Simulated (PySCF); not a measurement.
# Na2: changing the method

What do other methods print for Na2?

Program: PySCF 2.14.0. Level of theory: method and basis as typed in the scripts. These are calculated values, not measurements.

## (1) The system as given

Na2: 2 atoms, charge 0, spin multiplicity 1.

Bond lengths: Na1–Na2 3.308 Å.

## (2) The run that the others are compared with

File input.py:

```python
from pyscf import gto, scf, mcscf, mrpt

mol = gto.M(
    atom='Na 0 0 0; Na 0 0 3.308',
    basis='6-31+g*',
    charge=0,
    spin=0,
    verbose=4,
)
mf = scf.RHF(mol)
mf.kernel()
mc = mcscf.CASSCF(mf, 6, 6)
mc.kernel()
mc.analyze()
mrpt.NEVPT(mc).kernel()
mf.dip_moment()
print('orbital energies (hartree):', mf.mo_energy[..., max(0, mol.nelec[1]-3):mol.nelec[0]+3].round(4))
```

Command:

```
$ OMP_NUM_THREADS=1 python input.py
```

The log of this run is left out.

It gives: E(SCF) = -323.681562 Eh, 6 cycles, E(CAS) − E(SCF) = -0.02099 Eh, NEVPT2 = -0.00681 Eh, μ = 0.00 D (of the SCF density).

The bond length is a typed value, not an optimised one.

## (3) 0.5*hf+0.5*b88,lyp (RKS)

Edit 1 changes functional: none (Hartree–Fock) → 0.5*hf+0.5*b88,lyp; SCF type: RHF → RKS; step after the SCF: nevpt2 → analyze.

File input.py:

```python
from pyscf import gto, dft

mol = gto.M(
    atom='Na 0 0 0; Na 0 0 3.308',
    basis='6-31+g*',
    charge=0,
    spin=0,
    verbose=4,
)
mf = dft.RKS(mol, xc='0.5*hf+0.5*b88,lyp')
mf.kernel()
mf.analyze()
print('orbital energies (hartree):', mf.mo_energy[..., max(0, mol.nelec[1]-3):mol.nelec[0]+3].round(4))
```

Command:

```
$ OMP_NUM_THREADS=1 python input.py
```

## (4) X3lyp (RKS)

Edit 2 changes functional: none (Hartree–Fock) → x3lyp; SCF type: RHF → RKS; step after the SCF: nevpt2 → analyze.

File input.py:

```python
from pyscf import gto, dft

mol = gto.M(
    atom='Na 0 0 0; Na 0 0 3.308',
    basis='6-31+g*',
    charge=0,
    spin=0,
    verbose=4,
)
mf = dft.RKS(mol, xc='x3lyp')
mf.kernel()
mf.analyze()
print('orbital energies (hartree):', mf.mo_energy[..., max(0, mol.nelec[1]-3):mol.nelec[0]+3].round(4))
```

## (5) UHF

Edit 3 changes SCF type: RHF → UHF.

File input.py:

```python
from pyscf import gto, scf, mcscf, mrpt

mol = gto.M(
    atom='Na 0 0 0; Na 0 0 3.308',
    basis='6-31+g*',
    charge=0,
    spin=0,
    verbose=4,
)
mf = scf.UHF(mol)
mf.kernel()
mc = mcscf.CASSCF(mf, 6, 6)
mc.kernel()
mc.analyze()
mrpt.NEVPT(mc).kernel()
mf.dip_moment()
print('orbital energies (hartree):', [e[max(0, n-3):n+3].round(4) for e, n in zip(mf.mo_energy, mol.nelec)])
```

Before running it: what results should come out? Wanted: for each run, E(SCF); from base; gap; after the SCF.

The runs gave:

```csv
run,E(SCF) (hartree),from base (eV),cycles,gap (eV),after the SCF
base,-323.681562,0,6,4.38,"NEVPT2 correlation -0.757 eV (from the SCF energy, the CASSCF gain included)"
"0.5*hf+0.5*b88,lyp (RKS)",-324.538967,not comparable,6,2.93,n/a
x3lyp (RKS),-324.521024,not comparable,6,1.94,n/a
UHF,-323.681562,0.0000,6,4.38,"NEVPT2 correlation -0.757 eV (from the SCF energy, the CASSCF gain included)"
```

**Reading.** No change of the SCF energy comes from UHF. A lower total energy from another functional means nothing by itself.
